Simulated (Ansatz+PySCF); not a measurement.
## triplet O₂: levels of theory in one basis

```json
{"atom": "O", "x (Å)": "-0.2904", "y (Å)": "0.0000", "z (Å)": "-1.6396"}
{"atom": "O", "x (Å)": "0.8913", "y (Å)": "0.0000", "z (Å)": "-1.6396"}
```

Basis set: cc-pVTZ (spherical functions). Correlated methods keep 2 orbitals frozen. Correlation on ROHF uses semicanonical orbitals with singles. Charge 0, multiplicity 3.

Computed with Ansatz (development build ahead of 0.2.0) and PySCF 2.14.0; each method stands on the lowest determinant of its kind that the runs found.

```json
{"method": "ROHF", "E − E(ROHF) (eV)": "0.00", "<S²> of the determinant": "2.00"}
{"method": "UHF", "E − E(ROHF) (eV)": "-0.60", "<S²> of the determinant": "2.04"}
{"method": "ROHF-MP2", "E − E(ROHF) (eV)": "-12.71", "<S²> of the determinant": "–"}
{"method": "UHF-MP2", "E − E(ROHF) (eV)": "-12.28", "<S²> of the determinant": "2.04"}
{"method": "ROHF-CCSD(T)", "E − E(ROHF) (eV)": "-12.82", "<S²> of the determinant": "–"}
{"method": "UHF-CCSD(T)", "E − E(ROHF) (eV)": "-12.82", "<S²> of the determinant": "2.04"}
```

Problem. What does UHF-CCSD give on the same scale?

Solution. -12.35 eV.
